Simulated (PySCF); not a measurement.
## C₂, CCSD(T): how much the basis matters

PySCF, UHF reference; triplet, unpaired electrons σ ↑, π ↑; De to C + C without counterpoise correction. Frozen cores follow the default of each basis and core potential.

```csv
basis,relativity,functions,Re (Å),ωe (cm⁻¹),De (eV),frozen orbitals
3-21G,no relativity,18,1.344,1540,5.13,2
"6-311G(d,p)",no relativity,36,1.328,1619,5.70,2
aug-cc-pVDZ,no relativity,46,1.341,1605,5.56,2
def2-TZVPP,no relativity,62,1.319,1634,5.97,2
def2-TZVPPD,no relativity,74,1.319,1633,5.98,2
```

(1) How does each smaller set differ from the one with most functions, def2-TZVPPD?

Correlated steps freeze 2 core orbitals. Correlated levels converge slowly with the basis: in double zeta they bind strong bonds too weakly, by up to about 1 eV, and carry superposition errors of some tenths. 3-21G is very small, so such numbers show the basis as much as the molecule. The state is the lowest determinant that a PBE0 search found; another state may lie lower at other levels.

## Answers

(1) 3-21G: +2.5 pm, -5.7 % in ωe, -0.85 eV in De; 6-311G(d,p): +0.9 pm, -0.9 % in ωe, -0.28 eV in De; aug-cc-pVDZ: +2.2 pm, -1.7 % in ωe, -0.42 eV in De; def2-TZVPP: +0.0 pm, +0.1 % in ωe, -0.01 eV in De. All at CCSD(T); the set with most functions is neither the basis-set limit nor always the best.
